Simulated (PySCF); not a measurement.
Atom-mapped SMILES (the numbers label the heavy atoms): `[CH3:1][CH:2]([CH3:3])[Cl:4]` (H(Xn): hydrogen on atom n).

GIAO shifts from PySCF 2.14.0 with density-fitted response routines on PBE0-D3(BJ)/def2-TZVP geometries (one conformer, non-relativistic, equivalent nuclei averaged), against TMS at the same level and in the same medium; PCM means IEF-PCM chloroform.

Measured (solution, not stated per compound (mostly CDCl3 or CCl4); Pretsch, Buehlmann, Badertscher, Structure Determination of Organic Compounds, 4th ed. (2009)): C2 53.7, C1/C3 27.3, H(C2) 4.14, H(C1)/H(C3) 1.55 ppm.

Q: Which unscaled values do B97-2/pcSseg-2, gas; WP04/pcSseg-2, PCM; wB97X-D/pcSseg-2, PCM give, and how close are they?

A: 
| atoms | measured | B97-2/pcSseg-2, gas | WP04/pcSseg-2, PCM | wB97X-D/pcSseg-2, PCM |
| --- | --- | --- | --- | --- |
| C2 | 53.7 | 61.0 | 69.2 | 62.6 |
| C1/C3 | 27.3 | 29.6 | 30.2 | 30.2 |
| H(C2) | 4.14 | 4.16 | 4.27 | 4.27 |
| H(C1)/H(C3) | 1.55 | 1.42 | 1.47 | 1.46 |

Mean absolute error for ¹³C: B97-2/pcSseg-2, gas 4.8, WP04/pcSseg-2, PCM 9.2, wB97X-D/pcSseg-2, PCM 5.9 ppm.

Mean absolute error for ¹H: B97-2/pcSseg-2, gas 0.08, WP04/pcSseg-2, PCM 0.10, wB97X-D/pcSseg-2, PCM 0.11 ppm.

Carbons that carry Cl, above all several Cl atoms, come out too deshielded, partly because spin–orbit coupling is missing.
